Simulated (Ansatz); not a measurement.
# Counterpoise correction, worked out

The pair of CH₄S (SMILES CS, atoms 1–6) and SiH₄ (SMILES [SiH4], atoms 7–11), both closed shells, in one local arrangement (a lower one may exist), relaxed at PBE0-D4/def2-TZVP:

```
atom    x (Å)    y (Å)    z (Å)
  C1  -0.7172  -0.4297  -1.7046
  S2   0.9430   0.2608  -1.5466
  H3  -1.3524  -0.1297  -0.8716
  H4  -0.5991  -1.5130  -1.6790
  H5  -1.1759  -0.1503  -2.6520
  H6   0.5910   1.5551  -1.5822
 Si7   0.4701   0.0822   1.9945
  H8   1.8601   0.5730   1.8417
  H9   0.1504  -0.0174   3.4452
 H10   0.3178  -1.2618   1.3838
 H11  -0.4878   1.0308   1.3708
```

Ansatz 0.2.0; basis: def2-TZVPPD; cores frozen in the correlated methods.

CCSD(T) total energies in eV:

| system | geometry | basis functions | energy |
| --- | --- | --- | --- |
| pair | pair | all | -19853.63724 |
| CH₄S | as in the pair | all (partner as ghosts) | -11923.17698 |
| SiH₄ | as in the pair | all (partner as ghosts) | -7930.38962 |
| CH₄S | as in the pair | its own | -11923.16531 |
| SiH₄ | as in the pair | its own | -7930.38252 |
| CH₄S | free (PBE0-D4 minimum) | its own | -11923.16572 |
| SiH₄ | free (PBE0-D4 minimum) | its own | -7930.38536 |

Problem. Work out the interaction energy with and without the counterpoise correction, the superposition error, and the binding energy from the relaxed fragments.

Solution. Without correction: -19853.63724 − (-11923.16531) − (-7930.38252) = -0.08941 eV.
With correction (each fragment in the whole basis): -19853.63724 − (-11923.17698) − (-7930.38962) = -0.07064 eV = -1.63 kcal/mol.
The superposition error is the difference, 0.01877 eV, 21 % of the uncorrected value: each fragment borrows its partner's functions.
Deformation from the free shapes: 0.00041 eV for CH₄S and 0.00284 eV for SiH₄.
Binding energy from relaxed fragments: -0.07064 + 0.00041 + 0.00284 = -0.06739 eV = -1.55 kcal/mol (electronic, without zero-point energy; negative means bound). For comparison, the corrected interaction energy by CCSD(T) at an estimated basis limit (MP2 extrapolated from triple and quadruple zeta, plus CCSD(T) − MP2 in triple zeta) is -0.090 eV; triple zeta with the correction binds less.

No T1 diagnostic of these runs exceeds 0.011.

For scale, one of the runs: CCSD(T)/def2-TZVPPD, 272 basis functions, launched by `ansatz run in.yaml --threads 4 --pin off --events-out ev --progress --plain --max-ram 9574MiB`. Hardware: 4 CPU threads of an Arm Neoverse V2, shared host. Wall time 79 s; peak host memory 6.7 GiB.
